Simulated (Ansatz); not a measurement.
Relaxation of AlH₃O (5 atoms, charge 0, multiplicity 1), to a largest force component of 0.03 eV/Å in at most 50 steps.

The calculation used RKS B3LYP-D4/def2-SVP in Ansatz 0.2.0.

```xyz
5
Properties=species:S:1:pos:R:3:forces:R:3
Al 0.156 -0.045 0.188 1.53 -0.41 0.00
H 0.654 -0.121 1.649 -1.14 0.32 1.29
O 1.765 -0.432 -0.315 -0.33 0.06 -1.45
H 2.441 -0.535 0.360 -0.12 0.02 0.09
H -1.101 0.182 -0.735 0.07 0.01 0.07
```

Task: Where does it end, and by what steps?

Result: The forces met the threshold. After 7 steps the energy has fallen by 0.633 eV; H2 moved furthest, 0.56 Å.

| step | energy less start (eV) | largest force component (eV/Å) | accepted |
| --- | --- | --- | --- |
| 0 | 0.0000 | 1.525 | yes |
| 1 | -0.4034 | 0.894 | yes |
| 2 | -0.5721 | 0.361 | yes |
| 3 | -0.5981 | 0.482 | yes |
| 4 | -0.6182 | 0.245 | yes |
| 5 | -0.6311 | 0.167 | yes |
| 6 | -0.6322 | 0.135 | yes |
| 7 | -0.6327 | 0.005 | yes |

```xyz
5
Properties=species:S:1:pos:R:3
Al 0.280 -0.080 0.321
H 0.167 -0.002 1.899
O 1.777 -0.425 -0.422
H 2.615 -0.592 0.019
H -0.925 0.148 -0.670
```

Whether the end is a true minimum wasn't checked by a vibrational analysis.

Time of the run: 13 s on 1 thread of Arm Neoverse N1, on a shared host, peak memory 0.1 GiB.
